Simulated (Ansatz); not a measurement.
**From CH3F to CCl3F: predicting a member**

On one C centre that keeps F, n of the H ligands are replaced by Cl. The atomisation energy (no zero-point term) y in kJ/mol at CCSD(T)/CBS estimate. Shapes, held fixed at every level: PBE0-D4/def2-TZVP. Programs: Ansatz 0.2.0.

| molecule | n | y (kJ/mol) |
| --- | --- | --- |
| CH3F | 0 | 1769 |
| CH2ClF | 1 | 1683 |
| CHCl2F | 2 | ? |
| CCl3F | 3 | 1470 |

Problem. Fit y = c + s·n to the known rows and predict CHCl2F.

Solution. 
1. Means of the 3 rows: n = 1.33333, y = 1640.7.
2. Σ(Δn)² = 4.6667, Σ(Δn·Δy) = -469.67, so the slope is -469.67/4.6667 = -100.64.
3. Intercept: 1640.7 − (-100.64) × 1.33333 = 1774.9. The largest residual of the fit is 8.7.
4. CHCl2F: 1774.9 + (-100.64) × 2 = 1574 kJ/mol.

The run gave 1585 kJ/mol, so the prediction is off by -11 kJ/mol, about the scatter of the fit. The step per swap changes from -86 to -115 kJ/mol along the series, so a line misses the bend: the ligands act on one another. The slope is only an average step. Other levels give for CHCl2F: r2SCAN0-D4/def2-TZVPP 1553; MP2/def2-TZVPP 1604; CCSD(T)/def2-TZVPP 1529 kJ/mol. Spin-orbit coupling of the free atoms (H 0, Cl 4 kJ/mol each; the atoms kept shift only the intercept) is left out. The CBS estimate extrapolates MP2 from def2-TZVPP and def2-QZVPP and adds CCSD(T) − MP2 in the triple-zeta set, cores frozen.
